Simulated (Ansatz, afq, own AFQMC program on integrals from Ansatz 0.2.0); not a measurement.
## Where AFQMC and coupled cluster stand for NH, singlet

```xyz
2

N     0.0000    0.0000    0.0000
H     0.0000    0.0000    2.2920
```

Basis cc-pVDZ. Noble-gas cores (and the filled d shells of Ga–Kr and In–Xe) are frozen. Integrals, coupled cluster, full CI and functionals: Ansatz 0.2.0; the random walks run on the same integrals in our own AFQMC program. The CISD trial takes its coefficients from CCSD amplitudes. Released means that phaseless walkers are propagated on without the constraint, phases kept. Uncertainties: one standard error, sampling alone.

Determinant: RHF, the one that the program's search chose, which needn't be the lowest solution. The geometry is a point of a scan.

Full CI on the same integrals is exact in this basis and with this determinant's frozen core.

Cautions: another spin lies lower; restricted determinant unstable towards unrestricted (UHF 5.20 eV lower, ⟨S²⟩ 1.95); strong correlation (T1 0.035, weight of the determinant 0.65, largest double 0.52); (T) is large, 8 % of the CCSD correlation; the CCSD(T) amplitudes may be one of several solutions (largest double 0.52); the CCSDT(Q) amplitudes may be one of several solutions (largest double 0.96); the CCSDTQ amplitudes may be one of several solutions (largest double 0.97); the released energies are still falling, so no released level is given (meV from the phaseless value at times in 1/Eh: -53 ± 7 at 0.24, -95 ± 8 at 0.51, -141 ± 9 at 0.99, -188 ± 11 at 1.62, -222 ± 18 at 2.40); the determinant fills πx and πy unequally, so it mixes two states of the linear molecule, and each level undoes that mixture to a different degree, while full CI gives the lower state; CCSDTQ on the UHF determinant differs (2.63 eV lower), perhaps since the unrestricted series falls towards higher spin.

* T1 diagnostic: 0.0346
* weight of the determinant in the CISD state: 0.654
* size of the correlated space: 6 electrons in 18 orbitals

| level | correlation energy (eV) |
| --- | --- |
| MP2 | -4.4191 |
| CCSD | -6.2166 |
| CCSD(T) | -6.7085 |

Question: Estimate where full CI lies against CCSD(T) on the same integrals.

Answer: 15.4 kJ/mol below CCSD(T).

Reference: full CI, correlation energy -6.868 eV. The cautions show a poor starting determinant, so the rows tell how each method copes with it here, and full CI is the sure value.

```json
{"level": "CCSD(T)", "E − E(reference) (kJ/mol)": "15.4", "share of correlation (%)": "97.67"}
{"level": "CCSDT", "E − E(reference) (kJ/mol)": "2.4", "share of correlation (%)": "99.64"}
{"level": "CCSDT(Q)", "E − E(reference) (kJ/mol)": "-2.0", "share of correlation (%)": "100.30"}
{"level": "CCSDTQ", "E − E(reference) (kJ/mol)": "0.4", "share of correlation (%)": "99.94"}
{"level": "ph-AFQMC/HF", "E − E(reference) (kJ/mol)": "107.4 ± 3.6", "share of correlation (%)": "83.79"}
{"level": "ph-AFQMC/CISD", "E − E(reference) (kJ/mol)": "47.1 ± 0.5", "share of correlation (%)": "92.89"}
```

CCSDT and higher add their correlation energy to the determinant of the CCSD(T) run, since their own runs factorise the integrals more tightly (a shift of under 2 meV).
